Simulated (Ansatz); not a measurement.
Abridged output of a molecular run in Ansatz:

```
Functional definition: HF
1477 factors; integrals over basis functions are off by at most 1.0e-3 eV
mean field evaluation 1: about -11288.6566 eV, gradient 4.7e1 eV
mean field evaluation 2: about -11288.8681 eV, gradient 4.7e1 eV
mean field evaluation 4: about -11293.0876 eV, gradient 4.1e0 eV
mean field evaluation 8: about -11293.1429 eV, gradient 2.5e-1 eV
mean field -11293.14312781 eV, -415.0153551797 hartree, gradient 3.0e-6 eV, S^2 0.000000; 0 other end points of the search recorded, 0 dependent functions left out
6 core orbitals not correlated: weight in the atoms' cores, before any rotation towards them, 1.000 or more for the frozen orbitals, at most 0.000 for the correlated occupied ones
reference -11293.14312781 eV, -415.0153551797 hartree; 19, 19 occupied and 225, 225 virtual orbitals, 1477 factors
second order -34.25661182 eV of doubles, -0.00000000 eV of singles
cycle   1  -34.15237558 eV  change    1.0e-1 eV  update   1.1e-1
cycle   2  -34.83810748 eV  change   -6.9e-1 eV  update   3.0e-2
cycle   3  -34.98442397 eV  change   -1.5e-1 eV  update   1.4e-2
cycle   4  -34.96685045 eV  change    1.8e-2 eV  update   2.7e-3
cycle   5  -34.96638763 eV  change    4.6e-4 eV  update   1.2e-3
cycle   6  -34.96733704 eV  change   -9.5e-4 eV  update   3.1e-4
cycle   7  -34.96713592 eV  change    2.0e-4 eV  update   1.3e-4
cycle   8  -34.96706460 eV  change    7.1e-5 eV  update   3.3e-5
cycle   9  -34.96707627 eV  change   -1.2e-5 eV  update   1.1e-5
perturbative correction -1.17997083 eV, -0.0433631281 hartree
Total energy: -11329.29017491 eV, -416.3437346594 hartree
```

Its atoms:

Cartesian coordinates in Å:
```
C 0.291 -0.902 0.908
C -0.410 0.318 0.342
C 0.001 0.628 -1.071
F 1.316 0.876 -1.170
F -0.638 1.709 -1.541
F -0.270 -0.384 -1.909
H 0.068 -1.794 0.320
H -0.040 -1.083 1.932
H 1.373 -0.765 0.923
H -1.495 0.185 0.331
H -0.196 1.211 0.934
```

Q: Which basis set was used?
A. def2-TZVPPD
B. cc-pV(T+d)Z
C. cc-pV(D+d)Z
D. cc-pV(Q+d)Z

A: B. It gives 250 functions.

Q: Write the keys of the input that set method, charge and spin (a neutral closed shell needs none for the last two).

A: 
```yaml
correlation: {method: ccsd_t}
```
